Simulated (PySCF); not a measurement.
Vibration and rotation of SF

PBE0 constants of SF, ²Π (doublet), unpaired electrons π ↑ (S def2-TZVP, F def2-TZVP; no relativity (PySCF 2.14); masses 31.9721 and 18.9984 u):

| Item | Value |
| --- | --- |
| ωe | 864.0 cm⁻¹ |
| ωexe | 4.28 cm⁻¹ |
| Be | 0.55652 cm⁻¹ |
| αe | 0.00428 cm⁻¹ |
| D (centrifugal) | 9.24e-07 cm⁻¹ |
| De to S + F | 3.65 eV |

**Question.** Give the vibrational terms G(v) and spacings up to v = 6.

**Answer.** G(v) = ωe(v+½) − ωexe(v+½)².

| v | G(v) (cm⁻¹) | G(v) − G(v−1) | Bv (cm⁻¹) |
| --- | --- | --- | --- |
| 0 | 431 |  | 0.5544 |
| 1 | 1286 | 855 | 0.5501 |
| 2 | 2133 | 847 | 0.5458 |
| 3 | 2972 | 838 | 0.5415 |
| 4 | 3801 | 830 | 0.5373 |
| 5 | 4623 | 821 | 0.5330 |
| 6 | 5435 | 813 | 0.5287 |

**Question.** How well does the Morse estimate ωe²/(4ωexe) reproduce De, and what is D0?

**Answer.** It gives 5.41 eV, 148 % of the computed De. D0 = De − G(0) = 3.65 − 0.05 = 3.60 eV.

The state is the lowest determinant that a PBE0 search found; another state may lie lower at other levels.
